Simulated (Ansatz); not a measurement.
## Band gap of some cubic solids

Method: Hartree–Fock (PAW; Ansatz, a quantum-chemistry and plane-wave program). References are measured gaps from which a computed or estimated zero-point shift was taken out, by their sources or here, so that they lie as a rule above the printed measurements. The table is a random draw of 8 from 9 solids with such references.

Values in eV.

```csv
solid,reference,Hartree–Fock,error (eV)
rock-salt LiF,15.35,21.86,+6.51
rock-salt SrO,5.63,12.86,+7.23
zinc-blende InP,1.47,7.12,+5.65
zinc-blende BP,2.2¶ (2.20–2.50),7.83,+5.63
3C-SiC,2.53,8.66,+6.13
zinc-blende ZnS,3.94,10.20,+6.26
zinc-blende GaP,2.43,7.58,+5.15
"cubic perovskite SrTiO₃ (cubic form, which distorts at low temperature)",3.59,12.25,+8.66
```

Over these 8 solids the mean error is +6.40 eV, the mean absolute error 6.40 eV (median 6.20 eV), and the worst case cubic perovskite SrTiO3 (cubic form, which distorts at low temperature) at +8.66 eV; the value is too high in 8 of 8 cases. Over all 9, from unrounded values, the mean error is +6.26 eV and the mean absolute error 6.26 eV (median 6.13 eV).

¶ marks references of a special kind: zinc-blende BP, 2.2 eV (measured, zero-point renormalisation of 0.106 eV removed from the gap extrapolated to 0 K (as printed); the shift is computed, second of two values printed, our sources range from 2.20 to 2.50; as tabulated in X. Ren, F. Merz, H. Jiang et al., All-electron periodic G0W0 implementation …).

Brackets give the range of the sources taken for a reference, where it is wide; it can hold other temperatures.

Differences are worked out from the printed values.

Computed values are for a static lattice; measured ones hold zero-point and thermal shifts unless a correction is named.

Spin–orbit coupling is included only where a level's name says +SOC; with heavier elements it mostly lowers gaps and can invert bands. Cells: Hartree–Fock at the measured cell. Ansatz's density-functional and Hartree–Fock values are scalar-relativistic unless marked +SOC, with PAW data made under PBE.

Ansatz's runs of these crystals have no spin polarisation.

Not in this set, of the solids of all kinds but layered and molecular ones with a reference value in our tables and a result at some level: 171 for a reference of another kind, counted apart; 9 for spin–orbit coupling left out; 7 for sources at odds; 4 for a doubt noted on the run at Hartree–Fock; 3 for another kind of cell or another program; 2 for a high-temperature or high-pressure phase; 2 for a measured value of zero; 2 for a reference that its source doubts or gives as a wide range; 1 for no value at Hartree–Fock (not run, a failed fit, an unstable or unbound cell, or a value held back for tests). These can be a level's best or worst cases. At least 71 more with a reference value are held back for tests. Solids without a released value at any level aren't counted. Without +SOC, gaps count where the solid holds none of Ge, As, Se, Br, Sn, Sb, Te, I or the elements past barium, or holds Ge, As, Se or Br with a gap over 4 eV. The metals Ce to Yb are counted apart.

References as tabulated in, or derived from, Chen et al. (2018), doi:10.1103/physrevmaterials.2.073803; Miglio et al. (2020), arXiv:2011.12765; X. Ren, F. Merz, H. Jiang et al., All-electron periodic G0W0 implementation ….
